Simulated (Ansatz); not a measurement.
# FOSi: the cost of one run

Computed with Ansatz 0.2.0, Gaussian basis. Level: def2-QZVPP, core rule «outside noble gas», up to 7 orbitals frozen.

To be run: UHF; ROHF; CCSD(T) on UHF.

## Step 1: The geometry

The geometry is a PBE0/def2-TZVP stationary point (not a proven minimum) of the parent state, kept for this charge and spin.

3 atoms, charge 1, spin multiplicity 3.

Atoms are counted from 1 here; the program's logs count them from 0.

Bond lengths: F1–Si3 1.602 Å, O2–Si3 1.725 Å. Angles: F1–Si3–O2 115.7°.

## Step 2: UHF

File in.yaml:

```yaml
crystal:
  periodic: [false, false, false]
  atoms:
    - {symbol: F, position_ang: [0.000000, 0.390347, 1.310206]}
    - {symbol: O, position_ang: [0.000000, 0.397529, -1.506653]}
    - {symbol: Si, position_ang: [0.000000, -0.490510, -0.027996]}
basis:
  gaussian: {orbitals: "def2-QZVPP.json"}
total_charge: 1
magnetization: {spin_polarized: true, initial_magnetization: 2}
hamiltonian: {xc: hf}
output: {orbitals: {seedname: orbitals}}
```

Command:

```sh
> ansatz run in.yaml --threads 1 --pin off --events-out ev --progress --plain --max-ram 2393MiB
```

What time and memory should one allow on 1 thread of Arm Neoverse N1, shared host?

About 28 s, with a peak of 0.41 GiB.
